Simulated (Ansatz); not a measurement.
A made-up structure of CHSSi, doublet:

```
atom    x (Å)    y (Å)    z (Å)
 Si1  -0.4931   0.1634   0.1715
  C2  -1.8352   0.2282   1.1877
  S3   0.7056   0.2402  -0.9305
  H4   1.6227  -0.6319  -0.4287
```

It is relaxed with PBE-D4/def2-SVP and then PBE0-D4/def2-TZVP (Ansatz 0.2.0). Atoms count as bonded within 1.22 times the sum of their covalent radii (H–H: 0.88 Å). The end point is not checked to be a true minimum.

Q: Does its bonding change? (Judge from chemistry; the calculation decides.)

A: By the calculation: No: no bond forms or breaks.

Where it ends: The first stage lowers the energy by 4.35 eV in 12 steps. It ends as CHSSi ([C][Si][SH]):
```
4
angstrom
Si -0.6322 -0.5816 0.4774
C -1.8367 0.6960 0.9620
S 0.8544 0.4827 -0.5908
H 1.6145 -0.5972 -0.8486
```

Labels in which every atom is bracketed show which atoms are joined, not bond orders.

For scale, one of the runs: PBE0-D4/def2-TZVP relaxation, 111 basis functions, launched by `ansatz run in.yaml --threads 2 --pin off --events-out ev --progress --plain --max-ram 4352MiB`. The run took about 100 s on 2 CPU threads of an Intel Xeon Platinum 8175M (shared host).
